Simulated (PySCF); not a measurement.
These are PySCF 2.14.0 with PBE-D3(BJ)/def2-TZVP values and carry that method's errors. All species are isolated molecules in the gas phase. Excitations are Tamm–Dancoff values on a coarser integration grid. The basis has no diffuse functions, so Rydberg states are missing or too high.

Reference species (SMILES): `[Cl][Al]([Cl])[Cl]` (neutral, multiplicity 1).

* **S1 oscillator strength**: 0.000
* **LUMO**: -2.23 eV
* **HOMO**: -7.96 eV
* **T1 excitation (TDA)**: 5.60 eV

Changed species: `[SiH3][Al]([SiH3])[Cl]` (2 of 3 Cl replaced by SiH3; the reference has 0 of 3 Cl replaced by SiH3).

### Question
What does the change do to the S1 oscillator strength, LUMO, HOMO and T1 excitation (TDA)?

### Answer
the S1 oscillator strength hardly moves; the LUMO falls by 0.80 eV, to -3.03 eV; the HOMO rises by 1.64 eV, to -6.32 eV; the T1 excitation (TDA) falls by 2.63 eV, to 2.97 eV.
